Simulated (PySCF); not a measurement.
Isomers of C2H2Cl3F. Theory: PBE0-D3(BJ)/def2-SVP geometry optimisation, gas phase (PySCF 2.14.0). One conformer each; no zero-point energy, no entropy. No frequencies were run at this level. Point groups hold within 0.08 Å.

**Question.** Rank from lowest to highest electronic energy at this level (kcal/mol).
A. 1,1,1-trichloro-2-fluoroethane (`FCC(Cl)(Cl)Cl`)
B. `[F:1][C@H:2]([Cl:3])[CH:4]([Cl:5])[Cl:6]` with F1–C2–C4–Cl5 -178°

**Answer.** B (0.0), A (5.2).

```
           SMILES       E (Eh)  E rel (kcal/mol)  dipole (D)  point group      A, B, C (MHz)
F[C@H](Cl)C(Cl)Cl  -1556.64771               0.0        0.24           C1  2357, 1455, 926.3
    FCC(Cl)(Cl)Cl  -1556.63948               5.2        1.53           Cs   1908, 1567, 1426
```

**Question.** How do the relative energies change in single points at PBE0/pcSseg-1 (no added dispersion term) on the same geometries?

**Answer.** 
| SMILES | PBE0-D3(BJ)/def2-SVP (kcal/mol) | PBE0/pcSseg-1 (kcal/mol) | shift |
| --- | --- | --- | --- |
| F[C@H](Cl)C(Cl)Cl | 0.0 | 0.0 | 0.0 |
| FCC(Cl)(Cl)Cl | 5.2 | 5.3 | +0.1 |

Each column counts from its own lowest isomer. The order is unchanged; the largest shift is 0.1 kcal/mol.
